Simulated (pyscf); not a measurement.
Optimised with ωB97X-D3(BJ)/def2-SVP in PySCF. Correlated levels are frozen-core, on RHF or UHF. ΔMP2 is the change of the MP2 total energy from the triple- to the quadruple-zeta basis.

Q: PBE/def2-TZVP puts the barrier of H₂P–PH₂ + silylene (SiH₂) [singlet] → HP=PH + silane (SiH₄) (concerted two-bond exchange; singlet surface; H–P, H–P broken, H–Si, H–Si formed) at -0.33 eV and the reaction energy at -1.48 eV, from the separated reactants. What do r²SCAN/def2-TZVP, B3LYP-D3(BJ)/def2-TZVP, CCSD(T)/def2-TZVPP + ΔMP2(QZVPP) give on the same structures?

A: r²SCAN: ΔE‡ = -0.29 eV, ΔE = -1.60 eV; B3LYP-D3(BJ): ΔE‡ = 0.02 eV, ΔE = -1.45 eV; CCSD(T): ΔE‡ = 0.22 eV, ΔE = -1.52 eV. PBE's barrier lies under all of them, by 0.04 to 0.54 eV. Its reaction energy lies among theirs. On the reactant side the descent ends in an adduct with a H–Si contact, 0.50 eV under the separated species and 0.73 eV under the saddle at ωB97X-D3(BJ)/def2-TZVP. At PBE, r²SCAN the saddle lies under the separated reactants, which points to a path from their complex (located at ωB97X-D3(BJ) alone). What is counted as formed (H–Si) is already present as a longer contact in the reactant adduct; forming that adduct is a step of its own. The same reactants have a lower exit, to H₃Si–PH–PH₂ (barrier -0.27 eV at ωB97M-D3(BJ)/def2-TZVP, against +0.36 eV here). This is the saddle that the search found; another between the same sides may lie lower. The CCSD(T) − MP2 part came from Ansatz, without density fitting, on the same reference.
